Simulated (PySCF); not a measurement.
CH3O, charge +1. Atoms are numbered in the order given.

```xyz
5

C     -0.0341    -0.6279     0.0000
O      0.1320     0.6149     0.0000
H      0.8862    -1.2280     0.0000
H     -1.0372    -1.0817     0.0000
H     -0.7009     1.1580     0.0000
```
Charge +1, spin multiplicity 1.

Geometry: PBE-D3(BJ)/def2-TZVP. The isomer is the one that the SMILES or the coordinates give; other isomers of the formula were not compared.

All values below come from PBE-D3(BJ)/def2-TZVP (PySCF 2.14.0).

Harmonic, unscaled wavenumbers; measured fundamentals usually lie a few per cent lower.

```tsv
mode	ν (cm⁻¹)	IR (km/mol)	Raman (Å⁴/amu)	depolarisation	moving atoms (share of kinetic energy)
1	1009	108.5	0.2	0.75	H 92 %
2	1081	69.9	1.7	0.50	H 94 %
3	1195	18.1	0.2	0.75	H 74 %, C 24 %
4	1339	106.2	2.0	0.68	H 69 %, O 17 %, C 14 %
5	1436	34.6	10.2	0.43	H 82 %, O 15 %
6	1611	34.6	4.6	0.03	C 54 %, O 26 %, H 20 %
7	3003	4.1	73.2	0.10	H 95 %
8	3145	21.1	30.6	0.67	H 88 %, C 12 %
9	3448	256.1	57.8	0.24	H 94 %
```
